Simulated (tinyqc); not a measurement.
Inside a calculation. Method: Hueckel theory of the pi electrons, for the molecule C=C1C=C1C=O (SMILES; centres numbered as the heavy atoms are written). Computed by tinyqc, a small Python program that keeps every step. Settings: charge = 0. Command: `OMP_NUM_THREADS=1 python tinyqc.py 23369 23370 out.jsonl` (the two numbers bound the seeds that draw the settings). One thread of a shared host (Intel(R) Xeon(R) Processor @ 2.60GHz), about 0.01 s of CPU time with the checks.

## The Hueckel matrix

Centres:
```
centre  z_r, pi electrons of the neutral centre       h
1C                                            1  0.0000
2C                                            1  0.0000
3C                                            1  0.0000
4C                                            1  0.0000
5C                                            1  0.0000
6O                                            1  1.0000
```

Bonds:
```
i  j  k
1  2  1
2  3  1
3  4  1
4  5  1
5  6  1
4  2  1
```

H_rr = alpha + h_r beta, H_rs = k_rs beta for bonded centres.

Hueckel matrix in units of beta (H = alpha + beta A), order 1C, 2C, 3C, 4C, 5C, 6O:
$$\begin{pmatrix}
0.0000 & 1.0000 & 0.0000 & 0.0000 & 0.0000 & 0.0000 \\
1.0000 & 0.0000 & 1.0000 & 1.0000 & 0.0000 & 0.0000 \\
0.0000 & 1.0000 & 0.0000 & 1.0000 & 0.0000 & 0.0000 \\
0.0000 & 1.0000 & 1.0000 & 0.0000 & 1.0000 & 0.0000 \\
0.0000 & 0.0000 & 0.0000 & 1.0000 & 0.0000 & 1.0000 \\
0.0000 & 0.0000 & 0.0000 & 0.0000 & 1.0000 & 1.0000
\end{pmatrix}$$

## Orbitals

pi electrons, sum of z_r less the charge = 6

Diagonalise; E = alpha + x beta with beta < 0, so the largest x are filled first; degenerate levels share their electrons. P = sum n_i c_ri c_si; each orbital has its largest coefficient positive (the first on a tie).

x values: [2.3659, 1.5823, 0.3879, -0.3033, -1.3470, -1.6858]

occupations: [2.0000, 2.0000, 2.0000, 0.0000, 0.0000, 0.0000]

coefficients, order 1C, 2C, 3C, 4C, 5C, 6O:
$$\begin{pmatrix}
0.2185 & -0.1972 & 0.7520 & 0.3179 & 0.3948 & 0.3014 \\
0.5169 & -0.3120 & 0.2917 & -0.0964 & -0.5318 & -0.5082 \\
0.4520 & -0.2357 & -0.2502 & -0.5527 & 0.6061 & -0.0687 \\
0.5524 & -0.0609 & -0.3887 & 0.2640 & -0.2846 & 0.6239 \\
0.3381 & 0.4514 & -0.1923 & 0.5690 & 0.3091 & -0.4750 \\
0.2476 & 0.7751 & 0.3141 & -0.4366 & -0.1317 & 0.1769
\end{pmatrix}$$

charge and bond-order matrix P, order 1C, 2C, 3C, 4C, 5C, 6O:
$$\begin{pmatrix}
1.3044 & 0.7876 & -0.0858 & -0.3193 & -0.3195 & 0.2750 \\
0.7876 & 0.8992 & 0.4684 & 0.3823 & -0.0443 & -0.0445 \\
-0.0858 & 0.4684 & 0.6448 & 0.7226 & 0.1891 & -0.2987 \\
-0.3193 & 0.3823 & 0.7226 & 0.9200 & 0.4681 & -0.0651 \\
-0.3195 & -0.0443 & 0.1891 & 0.4681 & 0.7101 & 0.7463 \\
0.2750 & -0.0445 & -0.2987 & -0.0651 & 0.7463 & 1.5215
\end{pmatrix}$$

## Energy, charges, bond orders

E = sum n x; q_r = z_r - P_rr; bond order p = P_rs; free valence = sqrt(3) - sum of p over the bonds of the atom.

pi energy = 6 alpha + this times beta = 8.6722

pi charges: 1C -0.3044, 2C 0.1008, 3C 0.3552, 4C 0.0800, 5C 0.2899, 6O -0.5215

Bond orders and lengths from R = 1.517 - 0.180 p (angstrom, C-C alone):
```
bond       p       R
1-2   0.7876  1.3752
2-3   0.4684  1.4327
3-4   0.7226  1.3869
4-5   0.4681  1.4327
5-6   0.7463       -
4-2   0.3823  1.4482
```

free valence of the carbons: 1C 0.9444, 2C 0.0937, 3C 0.5411, 4C 0.1590, 5C 0.5176

gap between the highest filled and the next level = 0.6912 |beta|
